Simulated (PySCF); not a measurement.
Molecule: `Nc1cccs1`, C4H5NS.

Mapped SMILES: `[NH2:1][c:2]1[cH:3][cH:4][cH:5][s:6]1`. Hydrogens are named by the atom that carries them.

Geometry PBE0-D3(BJ)/def2-SVP throughout; GIAO in PySCF 2.14.0 with density-fitted response routines, gas phase, one conformer, non-relativistic; equivalent atoms averaged; basis pcSseg-2.

For orientation, WP04 gives these absolute shieldings σ: N1 180.6, C2 4.0, C5 50.7, C3 60.8, S6 244.7, H(C4) 25.14, H(C5) 25.45, H(C3) 25.79, H(N1) 28.07 ppm.

A run gave: N1 193.3, C2 30.2, C5 74.0, C3 78.7, S6 320.0, H(C4) 24.47, H(C5) 24.94, H(C3) 25.10, H(N1) 27.60 ppm (absolute shieldings σ).

Which functional was used in that run?
A. PBE
B. OPBE
C. mPW1PW91
D. BLYP

Answers

B. C2 tells them apart best: OPBE gives 30.2, mPW1PW91 gives 16.8, PBE gives 17.3, BLYP gives 10.3 ppm.
